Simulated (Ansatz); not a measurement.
## AsH3: how the atomization moves with the basis

AsH3, singlet; coordinates (Å): As 0.000 0.000 -0.033; H 1.259 0.014 0.822; H -0.649 1.087 0.812; H -0.624 -1.102 0.811. Quantity: atomization.

Ansatz 0.2.0, basis 6-31G or cc-pVDZ; geometries are PBE0/def2-TZVP minima. Wave-function levels freeze the cores with the filled d shells of p-block atoms; HF, MP2 and coupled cluster are restricted for singlets and unrestricted otherwise, atoms included (their steps beyond CCSDT(Q) come from restricted open-shell runs), restricted open-shell where a d shell is frozen, Kohn–Sham unrestricted where that lies lower. NEVPT2 stands on CASSCF in the full valence space. The reference is CCSDTQ or full CI (coupled cluster only where its series has nearly closed). Semilocal and hybrid functionals correlate all electrons outside any core potential and usually lie nearer their basis limit than the reference, so part of their error here is the reference's basis and frozen-core error; RPA and the MP2 part of double hybrids freeze the same cores as the reference. None of these values is a measured one. Energies are electronic, without zero-point terms. No spin–orbit coupling and no scalar relativity. The species are chosen: bound, without strong static correlation by their natural occupations or amplitudes, in their lowest spin state as far as vertical gaps and like structures tell, and with a ladder that closes on the reference, so errors are smaller than for species at large; levels whose determinant breaks symmetry or spin markedly are left out.

| level | 6-31G (kcal/mol) | cc-pVDZ (kcal/mol) |
| --- | --- | --- |
| reference | 169.7 (full CI) | 200.9 (CCSDTQ) |
| CCSD | 169.1 | 199.0 |
| CCSD(T) | 169.6 | 200.6 |
| CCSDT | 169.7 | 200.8 |
| NEVPT2 | 168.6 | 194.1 |
| PBE | 206.0 | 216.0 |
| B3LYP | 209.6 | 220.2 |
| wB97M-V | 206.5 | 220.1 |

From 6-31G to cc-pVDZ the reference moves by 31.2 kcal/mol and PBE by 10.0; the step from CCSD(T) to the reference is 0.1 in the first and 0.3 in the last.
